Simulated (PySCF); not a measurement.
# Highest orbital energy against ionisation energy along the third row

Calculated with PySCF 2.14, no spin-orbit coupling. Each cell gives −ε(HOMO) / ΔSCF in eV; NIST values include spin-orbit coupling, (s) semi-empirical, (t) theoretical.

```tsv
species	UHF	LDA	PBE	PBE0	r2SCAN	NIST (lowest levels)
Mg (def2-TZVPPD, non-relativistic)	6.884 / 6.611	4.773 / 7.737	4.700 / 7.633	5.425 / 7.558	4.812 / 7.366	7.646
Al (def2-TZVPPD, non-relativistic)	5.931 / 5.595	2.966 / 6.022	3.045 / 6.064	3.880 / 6.083	3.328 / 6.162	5.986
Si (def2-TZVPPD, non-relativistic)	8.195 / 7.638	4.544 / 8.233	4.567 / 8.194	5.607 / 8.217	4.899 / 8.315	8.152
P (def2-TZVPPD, non-relativistic)	10.661 / 9.907	6.262 / 10.575	6.247 / 10.482	7.506 / 10.526	6.682 / 10.632	10.487
S (def2-TZVPPD, non-relativistic)	10.312 / 9.233	6.164 / 10.568	6.151 / 10.435	7.414 / 10.407	6.411 / 10.379	10.360
Cl (def2-TZVPPD, non-relativistic)	13.082 / 11.771	8.209 / 13.208	8.130 / 12.980	9.602 / 12.962	8.470 / 13.022	12.968
Ar (def2-TZVPPD, non-relativistic)	16.094 / 14.570	10.413 / 16.003	10.291 / 15.719	11.988 / 15.729	10.739 / 15.783	15.760
```

How far is −ε(HOMO) from ΔSCF on average for each method, and why?

UHF 0.83 eV; LDA -4.15 eV; PBE -4.05 eV; PBE0 -2.87 eV; r2SCAN -3.76 eV. Hartree-Fock orbital energies lack relaxation and so exceed the ΔSCF value; semilocal functionals have convex E(N) from self-interaction, so their HOMO lies far too high; exact exchange moves hybrids part of the way back.
